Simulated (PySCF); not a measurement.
C4H12NP.
SMILES with atom numbers: `[CH3:1][N:2]=[P:3]([CH3:4])([CH3:5])[CH3:6]` (hydrogens: H7, H8, H9 on C1; H10, H11, H12 on C4; H13, H14, H15 on C5; H16, H17, H18 on C6)

A GFN2-xTB structure was refined with PySCF 2.14.0, B3LYP/def2-SV(P) geometry optimisation, gas phase. Its GFN2-xTB values:

```json
{"coordinate": "C1–N2", "GFN2-xTB": "1.447 Å"}
{"coordinate": "C1–H7", "GFN2-xTB": "1.092 Å"}
{"coordinate": "C1–H8", "GFN2-xTB": "1.095 Å"}
{"coordinate": "N2=P3", "GFN2-xTB": "1.559 Å"}
{"coordinate": "P3–C4", "GFN2-xTB": "1.817 Å"}
{"coordinate": "P3–C5", "GFN2-xTB": "1.859 Å"}
{"coordinate": "C4–H10", "GFN2-xTB": "1.088 Å"}
{"coordinate": "C1–N2–P3", "GFN2-xTB": "126.7°"}
{"coordinate": "N2–P3–C4", "GFN2-xTB": "105.5°"}
{"coordinate": "N2–P3–C5", "GFN2-xTB": "119.6°"}
{"coordinate": "C4–P3–C5", "GFN2-xTB": "104.5°"}
{"coordinate": "C5–P3–C6", "GFN2-xTB": "101.1°"}
```

How do these coordinates change at the B3LYP/def2-SV(P) level?

```json
{"coordinate": "C1–H8", "B3LYP/def2-SV(P) (Å or °)": "1.116", "change": "+0.021"}
{"coordinate": "C1–H7", "B3LYP/def2-SV(P) (Å or °)": "1.108", "change": "+0.016"}
{"coordinate": "C4–H10", "B3LYP/def2-SV(P) (Å or °)": "1.103", "change": "+0.015"}
{"coordinate": "P3–C4", "B3LYP/def2-SV(P) (Å or °)": "1.825", "change": "+0.008"}
{"coordinate": "C1–N2", "B3LYP/def2-SV(P) (Å or °)": "1.439", "change": "-0.008"}
{"coordinate": "N2=P3", "B3LYP/def2-SV(P) (Å or °)": "1.566", "change": "+0.007"}
{"coordinate": "P3–C5", "B3LYP/def2-SV(P) (Å or °)": "1.855", "change": "-0.004"}
{"coordinate": "N2–P3–C4", "B3LYP/def2-SV(P) (Å or °)": "107.7", "change": "+2.2"}
{"coordinate": "N2–P3–C5", "B3LYP/def2-SV(P) (Å or °)": "118.0", "change": "-1.6"}
{"coordinate": "C5–P3–C6", "B3LYP/def2-SV(P) (Å or °)": "102.0", "change": "+0.9"}
{"coordinate": "C4–P3–C5", "B3LYP/def2-SV(P) (Å or °)": "104.8", "change": "+0.3"}
{"coordinate": "C1–N2–P3", "B3LYP/def2-SV(P) (Å or °)": "126.9", "change": "+0.2"}
```

The energy falls by 2.0 kcal/mol over 4 energy and gradient evaluations, the largest force component goes from 0.0169 to 3.6e-04 Eh/bohr, and the atoms move by 0.048 Å rms after alignment. Among the bonds, C1–H8 and C1–H9 change most and about equally (+0.021 Å). Bonds longer at the end by more than 0.005 Å: 14 of 17; shorter: 1. Rotational constants go from 3376, 2074, 2024 to 3365, 2060, 2021 MHz.

The run used 112 basis functions and 27 SCF cycles in all.

No B3LYP/def2-SV(P) frequencies stand behind this structure, so it isn't proved a minimum.
